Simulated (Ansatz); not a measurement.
## C2H2O, SMILES C#CO: vertical and adiabatic energies of changing the electron count, step by step

Program: the Ansatz DFT code, driven from Python.

Notebook, run cell by cell (the value of a cell's last expression is shown):

**Cell 1**
```python
import itertools

import ansatz as az
from ase.data import atomic_numbers, covalent_radii
import numpy as np
```

**Cell 2**
```python
BASIS = "def2-SVP"
FUNCTIONAL = "pbe0"
CHARGE = 1
```

**Cell 3**
```python
GEOMETRY = """
C    -0.99580   -0.00980   -0.41250
C    -0.02220   -0.07710    0.18630
O     1.08230   -0.19420    0.85120
H    -1.88550    0.13990   -0.96380
H     1.87110    0.06760    0.29730
"""
```

**Cell 4**
```python
mol = az.Crystal.molecule()
for line in GEOMETRY.strip().splitlines():
    symbol, *xyz = line.split()
    mol = mol.atom(symbol, [float(v) for v in xyz])

model = (
    mol.calculation()
    .basis(gaussian=BASIS)
    .functional(FUNCTIONAL)
)
symbols = [site.symbol for site in mol.cartesian_sites]
start = np.array([site.position_ang for site in mol.cartesian_sites], dtype=float)
rep = model.relax(force_tolerance=0.01).run().report
end = np.array(rep["positions_ang"])
```

**Cell 5**
```python
minimum = az.Crystal.molecule()
for symbol, place in zip(symbols, end):
    minimum = minimum.atom(symbol, place.tolist())
ion = minimum.calculation()
ion = ion.basis(gaussian=BASIS)
ion = ion.functional(FUNCTIONAL)
ion = ion.charge(CHARGE)
ion = ion.spin("collinear", total=1)
vertical = ion.run().report
settled = ion.relax(force_tolerance=0.01, max_steps=80).run().report
print(f"vertical ionisation energy   {vertical['free_energy_ev'] - rep['free_energy_ev']:.3f} eV")
print(f"adiabatic, no zero point     {settled['free_energy_ev'] - rep['free_energy_ev']:.3f} eV")
print(f"relaxation energy of the ion {vertical['free_energy_ev'] - settled['free_energy_ev']:.3f} eV")
ionised = np.array(settled["positions_ang"])
# pairs closer than 1.2 times the sum of covalent radii, before or after
radius = [covalent_radii[atomic_numbers[s]] for s in symbols]
span = lambda where, i, j: np.linalg.norm(where[i] - where[j])
bonded = [(i, j) for i, j in itertools.combinations(range(len(symbols)), 2) if min(span(end, i, j), span(ionised, i, j)) < 1.2 * (radius[i] + radius[j])]
print("pair        before    after (A)")
for i, j in bonded:
    print(f"{symbols[i]}{i}-{symbols[j]}{j}".ljust(10), f"{span(end, i, j):8.4f} {span(ionised, i, j):8.4f}")
```
Output:
```text
vertical ionisation energy   9.920 eV
adiabatic, no zero point     9.689 eV
relaxation energy of the ion 0.231 eV
pair        before    after (A)
C0-C1        1.2093   1.2493
C0-H3        1.0724   1.0871
C1-O2        1.3007   1.2338
O2-H4        0.9665   0.9873
```

Caveats:
- The settings weren't tested for convergence.
- The energies are electronic: no zero-point or thermal terms, and the basis set is short of its limit. The product may relax into another structure. The relaxation finds the nearest minimum, so the adiabatic value is an upper bound.
- Finished in 39 s on 1 thread of Arm Neoverse N1 (shared host), peak memory 0.19 GiB.
